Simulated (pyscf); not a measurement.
Four-centre exchange: H₃C–SiH(Cl)–Cl (SMILES C[SiH](Cl)Cl) + HCl (SMILES Cl) → H₃C–SiH(Cl)–Cl (SMILES C[SiH](Cl)Cl) + HCl (SMILES Cl)

Gas phase, singlet surface, charge 0. Bonds broken: Si2–Cl9, Cl3–H10. Bonds formed: Si2–Cl3, Cl9–H10. PySCF, gas phase, ωB97X-D3(BJ)/def2-SVP geometries.

Transition state (Å):

```xyz
10

C      0.6275     0.5292    -0.9550
Si    -1.1725     0.1229    -0.7481
Cl    -0.6695    -1.8713     0.4649
Cl    -2.1213     1.9533    -1.1907
H      1.2061    -0.3762    -1.1845
H      1.0042     0.9472    -0.0081
H      0.7518     1.2875    -1.7418
H     -1.9690    -0.7400    -1.6390
Cl    -1.8044     0.5910     1.5792
H     -1.2886    -0.7043     1.6276
```

One imaginary mode, 414i cm⁻¹; descent along it reached the two sides named.

| bond | change | reactant side (Å) | saddle | product side |
|---|---|---|---|---|
| Si2–Cl9 | breaks | 2.081 | 2.457 | 4.0 |
| Cl3–H10 | breaks | 1.289 | 1.760 | 2.461 |
| Si2–Cl3 | forms | 3.7 | 2.388 | 2.079 |
| Cl9–H10 | forms | 2.470 | 1.395 | 1.288 |

Electronic energies relative to the separated reactants (kcal/mol):

```csv
level,barrier,reaction energy,reverse barrier
ωB97X-D3(BJ)/def2-TZVP,34.2,0.0,34.2
PBE/def2-TZVP,29.2,0.0,29.2
r²SCAN/def2-TZVP,31.7,0.0,31.7
B3LYP-D3(BJ)/def2-TZVP,33.5,0.0,33.5
PBE0-D3(BJ)/def2-TZVP,31.4,0.0,31.4
M06-2X/def2-TZVP,35.2,0.0,35.2
ωB97M-D3(BJ)/def2-TZVP,35.4,0.0,35.4
HF/def2-TZVP,56.1,0.0,56.1
```

With ωB97M-D3(BJ)/def2-TZVP energies and thermal terms (ideal gas, 1 atm, RRHO with modes under 100 cm⁻¹ raised to 100, one conformer, R ln 2 for chiral ones without a mode under 150 cm⁻¹), in kcal/mol:

| T (K) | ΔH‡ | ΔG‡ | ΔH | ΔG |
|---|---|---|---|---|
| 298 | 34.5 | 44.8 | 0.0 | 0.0 |
| 600 | 34.6 | 55.2 | 0.0 | 0.0 |
| 900 | 35.0 | 65.4 | 0.0 | 0.0 |
| 1200 | 35.4 | 75.5 | 0.0 | 0.0 |

One saddle was located; it need not be the lowest between these sides.
